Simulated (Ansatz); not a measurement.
A made-up structure of CH4NaS (charge +1), closed shell:

| atom | x (Å) | y (Å) | z (Å) |
| --- | --- | --- | --- |
| C1 | -0.6943 | 0.4844 | -0.2236 |
| S2 | 1.0267 | 0.1560 | 0.2394 |
| Na3 | 1.2914 | -2.0652 | 1.8228 |
| H4 | -1.1944 | -0.4074 | -0.5936 |
| H5 | -0.7123 | 1.2731 | -0.9728 |
| H6 | -1.1921 | 0.8437 | 0.6763 |
| H7 | 1.6390 | -3.9259 | 2.3688 |

It is relaxed with PBE-D4/def2-SVP and then PBE0-D4/def2-TZVP (Ansatz 0.2.0). Atoms count as bonded within 1.22 times the sum of their covalent radii (H–H: 0.88 Å). The end point is not checked to be a true minimum.

Problem. Does its bonding change? (Judge from chemistry; the calculation decides.)

Solution. By the calculation: Yes. Formed: S2–H7; broken: Na3–H7.

Where it ends: The first stage lowers the energy by 5.39 eV in 30 steps. It ends as CH₄NaS ([CH3][SH][Na]), total charge +1:
```
7
angstrom
C -0.5368 0.0845 0.1784
S 0.7569 -0.6068 1.2426
Na 2.2918 -2.4810 -0.0388
H -1.0912 -0.6901 -0.3458
H -0.0330 0.7316 -0.5387
H -1.2056 0.6898 0.7867
H -0.0180 -1.3692 2.0327
```

Labels in which every atom is bracketed show which atoms are joined, not bond orders.

For scale, one of the runs: PBE0-D4/def2-TZVP relaxation, 124 basis functions, launched by `ansatz run in.yaml --threads 2 --pin off --events-out ev --progress --plain --max-ram 4352MiB`. Hardware: 2 CPU threads of an Arm Neoverse V1, shared host. Wall time about 17 s.
